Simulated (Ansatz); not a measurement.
The input, for Ansatz 0.2.0:

```yaml
crystal:
  periodic: [false, false, false]
  atoms:
    - {symbol: Al, position_ang: [0.000000, -0.161907, 1.302080]}
    - {symbol: Al, position_ang: [0.000000, 0.145101, -1.314698]}
    - {symbol: H, position_ang: [0.000000, 1.602191, 2.626615]}
    - {symbol: H, position_ang: [0.000000, -1.152301, -2.288825]}
basis:
  gaussian: {orbitals: "6-31++G**"}
magnetization: {spin_polarized: true, initial_magnetization: 0}
hamiltonian: {xc: hf}
output: {orbitals: {seedname: orbitals}}
```

```sh
$ ansatz run in.yaml --threads 1 --pin off --events-out ev --progress --plain --max-ram 2393MiB
```

Output:

```
474 factors; integrals over basis functions are off by at most 1.0e-3 eV
mean field evaluation 1: about -13192.5067 eV, gradient 7.0e0 eV
mean field evaluation 2: about -13192.5163 eV, gradient 7.0e0 eV
mean field evaluation 4: about -13193.3625 eV, gradient 7.6e-1 eV
mean field evaluation 8: about -13193.3821 eV, gradient 4.5e-3 eV
mean field evaluation 16: about -13193.4176 eV, gradient 2.8e-1 eV
mean field evaluation 32: about -13193.3301 eV, gradient 2.3e0 eV
mean field evaluation 64: about -13193.1785 eV, gradient 2.6e0 eV
mean field evaluation 96: about -13193.6680 eV, gradient 4.7e-1 eV
mean field evaluation 128: about -13193.6386 eV, gradient 8.9e-1 eV
mean field evaluation 160: about -13178.9042 eV, gradient 1.4e1 eV
mean field -13193.72627088 eV, -484.8604974259 hartree, gradient 2.2e-5 eV, S^2 0.744431; 5 other end points of the search recorded, 0 dependent functions left out
reference -13193.72627088 eV, -484.8604974259 hartree; 14, 14 occupied and 44, 44 virtual orbitals, 474 factors
Total energy: -13193.72627088 eV, -484.8604974259 hartree
```

Ran on 1 thread of Arm Neoverse V1, shared host: 1.7 s wall, 0.09 GiB peak host memory.
